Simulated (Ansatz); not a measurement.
Process, species as SMILES: [N]=O (N-O) → NO+ (singlet, bonded as [N]=O) + e-
B3LYP-D3(BJ)/def2-TZVP geometries, fixed; electronic energies without zero-point terms.

Energies in hartree at MP2 with Ansatz (a program for electronic structure); the adiabatic ionisation energy is their sum with the coefficients shown, times 27.2114 eV a hartree. All functions are spherical. Cores are frozen. Open shells are unrestricted. No added dispersion term, no relativity.

| species | coefficient | part | cc-pVDZ | cc-pVTZ | cc-pVQZ |
|---|---|---|---|---|---|
| [N]=O (N-O) | -1 | Hartree-Fock | -129.26108 | -129.29743 | -129.30715 |
| [N]=O (N-O) | -1 | correlation | -0.31617 | -0.39574 | -0.42519 |
| NO+ (singlet, bonded as [N]=O) | +1 | Hartree-Fock | -128.92833 | -128.96674 | -128.97690 |
| NO+ (singlet, bonded as [N]=O) | +1 | correlation | -0.33460 | -0.40333 | -0.42988 |

Predict the adiabatic ionisation energy in cc-pV5Z (X = 5): let each Hartree-Fock step shrink by the ratio of the last two, and fit each correlation energy at X = 3 and 4 to E + A/X^3. Compare with the run.


- [N]=O (N-O): steps -0.03635 and -0.00972, ratio 0.267, so Hartree-Fock -129.30975 (run: -129.30949); A = (-0.39574 - (-0.42519))/(1/27 - 1/64) = 1.3754, correlation -0.42519 - A/64 + A/125 = -0.43568 (run: -0.43743).
- NO+ (singlet, bonded as [N]=O): steps -0.03841 and -0.01016, ratio 0.265, so Hartree-Fock -128.97959 (run: -128.97913); A = (-0.40333 - (-0.42988))/(1/27 - 1/64) = 1.2400, correlation -0.42988 - A/64 + A/125 = -0.43933 (run: -0.44089).
Predicted 8.885 eV; the run in cc-pV5Z gives 8.895, a miss of -0.011. Keeping the value in cc-pVQZ, 8.859, would miss by -0.036. All sums are of the energies as printed.
